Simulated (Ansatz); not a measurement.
Relaxation of ClH$_{5}$Si (7 atoms, charge 0, multiplicity 1), to a largest force component of 0.03 eV/Å in at most 50 steps.

Level of theory: Ansatz 0.2.0, RKS BLYP-D4/def2-SVP.

```xyz
7
Properties=species:S:1:pos:R:3:forces:R:3
Si 0.238 0.000 0.035 0.28 0.00 0.21
Cl 0.393 0.000 2.149 0.18 0.00 -0.28
H 1.638 0.000 -0.508 -0.07 0.00 0.02
H -0.479 1.235 -0.416 0.04 -0.06 0.01
H -0.479 -1.235 -0.416 0.04 0.06 0.01
H -2.326 0.000 0.779 -0.86 0.00 -1.58
H -2.090 0.000 1.460 0.39 0.00 1.60
```

Problem. Where does it end, and by what steps?

Solution. The run converged. The force dipped under the threshold on the way, but the program's further checks kept it going. After 14 steps the energy has fallen by 0.171 eV; H6 moved furthest, 0.94 Å.

```json
{"step": "0", "energy less start (eV)": "0.0000", "largest force component (eV/Å)": "1.599", "accepted": "yes"}
{"step": "1", "energy less start (eV)": "-0.1185", "largest force component (eV/Å)": "0.146", "accepted": "yes"}
{"step": "2", "energy less start (eV)": "-0.1539", "largest force component (eV/Å)": "0.132", "accepted": "yes"}
{"step": "3", "energy less start (eV)": "-0.1544", "largest force component (eV/Å)": "0.476", "accepted": "yes"}
{"step": "4", "energy less start (eV)": "-0.1593", "largest force component (eV/Å)": "0.183", "accepted": "yes"}
{"step": "5", "energy less start (eV)": "-0.1637", "largest force component (eV/Å)": "0.096", "accepted": "yes"}
{"step": "6", "energy less start (eV)": "-0.1620", "largest force component (eV/Å)": "0.312", "accepted": "no"}
{"step": "7", "energy less start (eV)": "-0.1658", "largest force component (eV/Å)": "0.040", "accepted": "yes"}
{"step": "8", "energy less start (eV)": "-0.1679", "largest force component (eV/Å)": "0.027", "accepted": "yes"}
{"step": "9", "energy less start (eV)": "-0.1662", "largest force component (eV/Å)": "0.410", "accepted": "no"}
{"step": "10", "energy less start (eV)": "-0.1692", "largest force component (eV/Å)": "0.072", "accepted": "yes"}
{"step": "11", "energy less start (eV)": "-0.1700", "largest force component (eV/Å)": "0.118", "accepted": "yes"}
{"step": "12", "energy less start (eV)": "-0.1707", "largest force component (eV/Å)": "0.071", "accepted": "yes"}
{"step": "13", "energy less start (eV)": "-0.1707", "largest force component (eV/Å)": "0.066", "accepted": "yes"}
{"step": "14", "energy less start (eV)": "-0.1715", "largest force component (eV/Å)": "0.030", "accepted": "yes"}
```

```xyz
7
Properties=species:S:1:pos:R:3
Si 0.505 0.000 -0.080
Cl 0.433 0.000 2.017
H 1.939 0.000 -0.509
H -0.181 1.227 -0.590
H -0.181 -1.227 -0.590
H -3.151 0.000 1.240
H -2.471 0.000 1.596
```

Whether the end is a true minimum wasn't checked by a vibrational analysis.

Run time: 12 s on 1 thread of Intel(R) Xeon(R) 6975P-C (Granite Rapids), with other jobs on the host, peak memory 0.12 GiB.
